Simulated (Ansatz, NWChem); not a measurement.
Predicting a hybrid from its neighbours: BN2H5

The species is BN2H5 (8 atoms), meant as a singlet with charge 0. As SMILES, `NBN`. The coordinates come from a PBE0-D4/def2-TZVP relaxation.

The HOMO–LUMO gap y, in eV, basis 6-311+G(d,p); a is the functional's share of exact exchange. Programs: Ansatz 0.2.0, NWChem 7.3.0.

```
functional  program     a  y (eV)
    r2SCAN   Ansatz     0    6.13
      TPSS   NWChem     0    5.30
     B3LYP   Ansatz   0.2    6.56
   r2SCAN0   Ansatz  0.25    7.73
      PBE0   Ansatz  0.25       ?
     BHLYP   Ansatz   0.5    8.70
```

Q: Fit y = c + s·a to the known rows and predict PBE0.

A: 
1. Means of the 5 rows: a = 0.1900, y = 6.884.
2. Σ(Δa)² = 0.172, Σ(Δa·Δy) = 1.0547, so the slope is 1.0547/0.172 = 6.132.
3. Intercept: 6.884 − (6.132) × 0.1900 = 5.719. The largest residual of the fit is 0.48.
4. PBE0: 5.719 + (6.132) × 0.25 = 7.25 eV.

The run gave 7.07 eV, so the prediction is off by +0.18 eV, within the scatter of the fit. Exact exchange lowers occupied levels and raises empty ones. The rows mix families of semi-local functionals, which the line can't see.
